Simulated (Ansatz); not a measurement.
# SiClO+ (triplet): the correlation ladder, def2-QZVPP

An exercise on one series of results from a longer session: the logs are not shown, and one member is left open.

The runs use Ansatz 0.2.0, Gaussian basis; def2-QZVPP, core rule «outside noble gas», up to 11 orbitals frozen.

The runs, in order: UHF; ROHF; CCSD(T) on UHF.

### What is computed

The geometry is a PBE0/def2-TZVP stationary point (not a proven minimum) of the parent state, kept for this charge and spin.

3 atoms, charge 1, spin multiplicity 3.

Atoms are counted from 1 here; the program's logs count them from 0.

Bond lengths: Cl1–Si3 2.238 Å, O2–Si3 1.908 Å. Angles: Cl1–Si3–O2 65.5°.

The first run:

Input file in.yaml:

```yaml
crystal:
  periodic: [false, false, false]
  atoms:
    - {symbol: Cl, position_ang: [0.000000, -0.104654, 1.131961]}
    - {symbol: O, position_ang: [0.000000, 1.273898, -0.660805]}
    - {symbol: Si, position_ang: [0.000000, -0.593591, -1.052463]}
basis:
  gaussian: {orbitals: "def2-QZVPP.json"}
total_charge: 1
magnetization: {spin_polarized: true, initial_magnetization: 2}
hamiltonian: {xc: hf}
output: {orbitals: {seedname: orbitals}}
```

Command:

```
$ ansatz run in.yaml --threads 1 --pin off --events-out ev --progress --plain --max-ram 2393MiB
```

Steps of the session up to this table: UHF; ROHF; CCSD(T) on UHF.

One table of the session follows, with a row left open; its other results are not shown here.

| method | from UCCSD(T) (kcal/mol) |
| --- | --- |
| ROHF | ? |
| UHF | +341.20 |
| UMP2 | +45.54 |
| UCCSD | +17.89 |
| UCCSD(T) | 0 |

**Question.** Estimate the row for ROHF.

As computed: from UCCSD(T) (kcal/mol): +349.26. In the column «from UCCSD(T) (kcal/mol)» it is the highest.
